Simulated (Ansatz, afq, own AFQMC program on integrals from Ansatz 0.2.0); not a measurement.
## Where AFQMC and coupled cluster stand for CH2, triplet

```xyz
3

C    -0.1007   -0.4768    0.0630
H    -1.1432   -0.3547    0.3555
H     0.5568   -1.3360   -0.0671
```

Basis def2-TZVP. Only valence electrons are correlated. Integrals, coupled cluster, full CI and functionals: Ansatz 0.2.0; the random walks run on the same integrals in our own AFQMC program. The CISD trial takes its coefficients from CCSD amplitudes. Released means that phaseless walkers are propagated on without the constraint, phases kept. Uncertainties: one standard error, sampling alone.

Determinant: UHF, the one that the program's search chose, which needn't be the lowest solution. The geometry is a PBE0/def2-SVP stationary point of this or a neighbouring charge and spin state.

No full CI on the walks' own integrals is used here; CCSDT(Q) serves as the reference and is uncertain by about the last step of the cluster series.

The T1 diagnostic is 0.0116, the weight of the determinant in the CISD state is 0.947 and the ⟨S²⟩ of the determinant is 2.017. The size of the correlated space is 6 electrons in 42 orbitals.

**Question.** Estimate: order these by the size of their error in total energy against CCSDT(Q), smallest first.
A. MP2
B. phaseless AFQMC with a CISD trial
C. CCSD(T)
D. CCSD

**Answer.** B (0.2 ± 0.1 kJ/mol), C (1.5 kJ/mol), D (9.8 kJ/mol), A (62.1 kJ/mol).

Reference: CCSDT(Q), correlation energy -3.704 eV.

A walk keeps the symmetry of its determinant, which the program's search chose and which needn't be the lowest solution, so a lower state of the same spin and another symmetry isn't excluded.
